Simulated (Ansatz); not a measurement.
# Pulling the pair apart

The pair of HF (SMILES F, atoms 1–2) and CH3Cl (SMILES CCl, atoms 3–7), both closed shells, in one local arrangement (a lower one may exist), relaxed at PBE0-D4/def2-TZVP:

```xyz
7
angstrom
F -0.2433 -0.3946 -2.4018
H 0.4461 -0.1785 -1.8130
C -0.1769 0.0991 0.9143
Cl 1.3940 0.2771 0.0905
H -0.0794 -0.6876 1.6574
H -0.9215 -0.1635 0.1673
H -0.4189 1.0480 1.3853
```

CH3Cl is shifted rigidly along the line between the mean atom positions of the two fragments (negative: closer). Counterpoise interaction energies in kcal/mol. Computed with Ansatz 0.2.0 (basis: def2-TZVPPD); correlated methods freeze the cores. B3LYP uses VWN-RPA correlation.

```csv
shift (Å),PBE-D4,wB97M-V,B3LYP-D4
-0.22,-4.86,-3.96,-4.03
-0.11,-5.42,-4.67,-4.75
0.00,-5.58,-4.95,-5.03
0.11,-5.48,-4.94,-5.01
0.26,-5.08,-4.64,-4.71
0.54,-4.08,-3.75,-3.80
1.09,-2.40,-2.23,-2.20
2.17,-0.83,-0.84,-0.77
```

What does CCSD(T) give at these shifts? (An estimate is asked for; the value comes from the calculation.)

By the calculation: -2.93, -3.78, -4.17, -4.27, -4.10, -3.41, -2.10, -0.80 kcal/mol. For zero shift, CCSD(T) at an estimated basis limit (MP2 extrapolated from triple and quadruple zeta, plus CCSD(T) − MP2 in triple zeta) gives -4.72 kcal/mol. These are counterpoise interaction energies, counted from the two frozen fragments.

The T1 diagnostic stays at or below 0.010.

For scale, one of the runs: CCSD(T)/def2-TZVPPD, 196 basis functions (an equivalent command: `ansatz run in.yaml --threads 2`). Hardware: 2 CPU threads, shared host. Wall time 64 s; peak host memory 2.3 GiB.
